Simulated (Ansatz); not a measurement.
Input file:

```yaml
crystal:
  periodic: [false, false, false]
  atoms:
    - {symbol: Si, position_ang: [0.000000, 0.000000, 0.000000]}
    - {symbol: N, position_ang: [0.000000, 0.000000, 1.889128]}
basis:
  gaussian: {orbitals: cc-pVDZ}
total_charge: 1
magnetization: {spin_polarized: true, initial_magnetization: 4}
correlation: {method: ccsdt_q, electrons: outside_noble_gas}
```

```sh
$ ansatz run in.yaml --threads 1 --pin off --events-out ev --progress --plain --max-ram 2393MiB
```

Output:

```
576 factors; integrals over basis functions are off by at most 1.2e-7 eV
mean field evaluation 1: about -9329.7285 eV, gradient 1.5e1 eV
mean field evaluation 2: about -9329.7334 eV, gradient 1.5e1 eV
mean field evaluation 4: about -9331.4954 eV, gradient 1.9e0 eV
mean field evaluation 8: about -9331.6007 eV, gradient 3.0e-1 eV
mean field evaluation 16: about -9331.1985 eV, gradient 6.9e0 eV
mean field evaluation 32: about -9327.3672 eV, gradient 3.4e0 eV
mean field evaluation 64: about -9327.0468 eV, gradient 3.6e0 eV
mean field evaluation 96: about -9331.6084 eV, gradient 8.3e-4 eV
mean field evaluation 128: about -9327.5630 eV, gradient 2.9e-2 eV
mean field evaluation 160: about -9327.1015 eV, gradient 1.1e-1 eV
mean field evaluation 192: about -9328.0446 eV, gradient 9.4e-4 eV
mean field -9331.60840603 eV, -342.9302837303 hartree, gradient 2.8e-6 eV, S^2 6.029680; 3 other end points of the search recorded, 0 dependent functions left out
6 core orbitals not correlated: weight in the atoms' cores, before any rotation towards them, 1.000 or more for the frozen orbitals, at most 0.000 for the correlated occupied ones
reference -9331.60840603 eV, -342.9302837303 hartree; 6, 2 occupied and 20, 24 virtual orbitals, 576 factors
second order -3.27058690 eV of doubles, -0.00000000 eV of singles
cycle   1  -3.88880128 eV  change   -6.2e-1 eV  update   7.4e-2
cycle   2  -4.25242371 eV  change   -3.6e-1 eV  update   3.6e-2
cycle   3  -4.31392349 eV  change   -6.1e-2 eV  update   1.8e-2
cycle   4  -4.32882424 eV  change   -1.5e-2 eV  update   1.1e-2
cycle   5  -4.33642804 eV  change   -7.6e-3 eV  update   6.8e-3
cycle   6  -4.34163460 eV  change   -5.2e-3 eV  update   3.8e-3
cycle   7  -4.34270144 eV  change   -1.1e-3 eV  update   1.3e-3
cycle   8  -4.34278445 eV  change   -8.3e-5 eV  update   5.4e-4
cycle   9  -4.34281988 eV  change   -3.5e-5 eV  update   2.3e-4
cycle  10  -4.34264022 eV  change    1.8e-4 eV  update   9.1e-5
cycle  11  -4.34266005 eV  change   -2.0e-5 eV  update   4.5e-5
cycle  12  -4.34269022 eV  change   -3.0e-5 eV  update   2.4e-5
cycle  13  -4.34270878 eV  change   -1.9e-5 eV  update   1.1e-5
cycle  14  -4.34270630 eV  change    2.5e-6 eV  update   5.0e-6
cycle  15  -4.34270051 eV  change    5.8e-6 eV  update   2.6e-6
cycle  16  -4.34269996 eV  change    5.4e-7 eV  update   1.3e-6
cycle  17  -4.34270038 eV  change   -4.2e-7 eV  update   7.5e-7
cycle  18  -4.34270105 eV  change   -6.7e-7 eV  update   4.0e-7
perturbative correction -0.00609383 eV, -0.0002239440 hartree
Total energy: -9335.95720091 eV, -343.0900989942 hartree
```

Ran on 1 thread of Arm Neoverse V2, shared host: 2.8 s wall, 0.12 GiB peak host memory.
